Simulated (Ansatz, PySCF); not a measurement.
Reaction (SMILES): [NH] (NH) (triplet) → [NH+] + e-
Geometries: B3LYP-D3(BJ)/def2-TZVP minima from Ansatz (a first-principles code). Markedly spin-contaminated UHF reference, which strains HF, MP2 and, less, CCSD(T): [NH+]. High T1 diagnostic, so coupled cluster is less sure: [NH+].

Property: adiabatic ionisation energy (0 K, with B3LYP-D3(BJ) harmonic zero-point energies from PySCF), in eV. Correlated levels leave the core frozen unless marked. UHF or UKS for open shells. Spin-orbit coupling is left out. Non-relativistic. Basis-set limits of correlation are two-point, X^-3; Hartree-Fock from the larger set (for Q and 5 zeta extrapolated as (X+1)exp(-9√X)).

CCSD(T)/CBS(cc-pVQZ,cc-pV5Z) (Ansatz) gives 13.48 eV.

### Question
Another calculation gave 13.58 eV. Which level was it?
A. r2SCAN0/def2-TZVPD (Ansatz)
B. SVWN5/def2-TZVPD (Ansatz)
C. LC-wPBE/def2-TZVPD (Ansatz)
D. wB97M-V/def2-TZVPD (Ansatz)

### Answer
A, r2SCAN0/def2-TZVPD (Ansatz). The others give 13.44 (wB97M-V), 13.72 (LC-wPBE), 13.88 (SVWN5) eV.
